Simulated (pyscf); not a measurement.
## Substitution at Si: `[F][CH]([F])[SiH]([F])[O][SiH3]` + `[H]` [doublet] → `[F][CH]([F])[SiH]([F])[O][SiH3]` + `[H]` [doublet]

Gas phase, doublet surface, charge 0. Bonds broken: Si1–H6. Bonds formed: Si1–H5. Structures and frequencies: ωB97X-D3(BJ)/def2-SVP in PySCF.

Transition state (Å):

```xyz
13

Si    -0.0948    -0.4803     0.8757
F     -1.4828    -1.0795     1.4843
O     -0.2753     0.0522    -0.6620
Si    -1.4563     0.6887    -1.6638
H      0.4920    -1.9571     0.6314
H      1.4771    -0.8322     1.1251
H     -0.7659     1.3185    -2.8193
H     -2.3493    -0.4028    -2.1380
H     -2.2472     1.7057    -0.9194
F     -1.0662     1.7550     2.0128
C      0.1182     1.0762     1.9794
F      0.4381     0.7087     3.2552
H      0.8961     1.7765     1.6207
```

One imaginary mode, 372i cm⁻¹; descent along it reached the two sides named.

```
bond    change  reactant side (Å)  saddle  product side
------  ------  -----------------  ------  ------------
Si1–H6  breaks              1.476   1.630           5.2
Si1–H5   forms                3.7   1.608         1.476
```

Electronic energies relative to the separated reactants (kJ/mol):

```
level                   barrier  reaction energy  reverse barrier
----------------------  -------  ---------------  ---------------
ωB97X-D3(BJ)/def2-TZVP     53.0              0.0             53.0
PBE/def2-TZVP              27.1              0.0             27.1
r²SCAN/def2-TZVP           24.0              0.0             24.0
B3LYP-D3(BJ)/def2-TZVP     37.9              0.0             37.9
PBE0-D3(BJ)/def2-TZVP      38.5              0.0             38.5
M06-2X/def2-TZVP           59.3              0.0             59.3
ωB97M-D3(BJ)/def2-TZVP     53.0              0.0             53.0
HF/def2-TZVP              116.0              0.0            116.0
```

With ωB97M-D3(BJ)/def2-TZVP energies and thermal terms (ideal gas, 1 atm, RRHO with modes under 100 cm⁻¹ raised to 100, one conformer, R ln 2 for chiral ones without a mode under 150 cm⁻¹), in kJ/mol:

| T (K) | ΔH‡ | ΔG‡ | ΔH | ΔG |
|---|---|---|---|---|
| 298 | 54.1 | 84.3 | 0.0 | 0.0 |
| 600 | 50.9 | 116.3 | 0.0 | 0.0 |
| 900 | 49.0 | 149.5 | 0.0 | 0.0 |
| 1200 | 47.6 | 183.2 | 0.0 | 0.0 |

Abstraction by the radical was not located in this set and often lies lower. This is the saddle that the search found; another between the same sides may lie lower. The angle at the attacked Si is 58° (front-side attack).
